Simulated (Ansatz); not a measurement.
**2H MoTe2**

Level of theory: LDA in Ansatz (PAW).

Numerical settings: plane-wave cutoff 500 eV, 12×12×4 k mesh (along the axes of the cell as run), gaussian smearing 0.02 eV, no spin polarisation, scalar-relativistic PAW data made under PBE.

Cell: relaxed at this level.

For 2H MoTe2, the equilibrium volume per atom is 23.98 Å³/atom and the equilibrium lattice constant a is 3.473 Å. The lattice parameter c is 13.772 Å and the band gap is 0.70 eV (on the SCF k mesh).

Measured, for comparison: band gap 1.06 ± 0.01 eV (4 K, zero-point motion not removed, indirect, absorption from ellipsometry, single crystal; as tabulated in Gulo et al. (2023), doi:10.1103/physrevmaterials.7.044001); lattice constant a 3.518 Å, lattice parameter c 13.974 Å (300 K, no zero-point or thermal correction; as tabulated in arXiv:1605.07067). Computed (rounded) less measured: lattice constant a -1.3 %, lattice parameter c -1.4 %. A static lattice is as a rule a little smaller and stiffer than an uncorrected measurement, which narrows the difference in the lattice constant a, lattice parameter c and would widen misses of the other sign.

Spin–orbit coupling is not included; with these elements it can move the gap by several tenths of an eV or more.

It cost about 2.7 core-minutes (a rough figure) of CPU time.

Ansatz is a quantum-chemistry and plane-wave program.
